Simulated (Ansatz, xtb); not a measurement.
## Ranking isomers of H5Si3

3 gas-phase structures of H5Si3, found in a search over its isomers (lower ones may exist). Each was relaxed with GFN2-xTB:

A. `[SiH][SiH2][SiH2]`, a doublet
B. a doublet given by its coordinates
C. a doublet given by its coordinates

C (Å):

```xyz
8

Si   -1.7272    0.4759   -1.3658
Si   -0.0542   -1.0838   -1.7272
Si   -0.3148    0.0831    0.4263
H    -2.8727   -0.4438   -1.0068
H     0.2764   -2.5191   -1.6435
H     1.1492   -0.5823   -2.4075
H     0.7770    1.0562    0.5957
H    -0.1159   -0.7391    1.6342
```

Close contacts (Å): Si1–Si2 2.32, Si1–Si3 2.32, Si2–Si3 2.46, Si1–H4 1.51, Si2–H5 1.48, Si2–H6 1.47, Si3–H7 1.47, Si3–H8 1.47.

B (Å):

```xyz
8

Si   -1.1301   -1.9939   -1.9748
Si    0.7840   -1.1616   -1.2128
Si    0.3639    0.6993    0.0910
H    -0.9515   -3.1929   -2.8195
H    -2.6126   -1.9169   -2.0298
H    -0.6710    0.6814    1.1372
H     1.6060    1.0193    0.8146
H     0.0742    1.9127   -0.6928
```

Close contacts (Å): Si1–Si2 2.22, Si2–Si3 2.31, Si1–H4 1.48, Si1–H5 1.49, Si3–H6 1.47, Si3–H7 1.47, Si3–H8 1.47.

Question: Estimate their order in r2SCAN-D4/def2-SVP energy at these geometries, lowest first.

Answer: Calculated order at r2SCAN-D4/def2-SVP: C (0.0), B (45.4), A (90.3) kJ/mol.

Energies above the lowest of each column, in kJ/mol:

```tsv
structure	GFN2-xTB	HF/STO-3G	r2SCAN-D4/def2-SVP
C	77.6	39.8	0.0
B	0.0	25.2	45.4
A	80.7	0.0	90.3
```

r2SCAN-D4/def2-SVP puts C lowest; GFN2-xTB picks B, HF/STO-3G picks A. Some further structures that were screened fall inside this span and aren't listed. Flexible structures stand in one conformer each, not always the lowest. Frequencies (PBE0-D3(BJ)/def2-SVP) were run for C alone. Open shells are spin-unrestricted, some with notable spin contamination.

Programs: Ansatz 0.2.0, xtb 6.7.1.
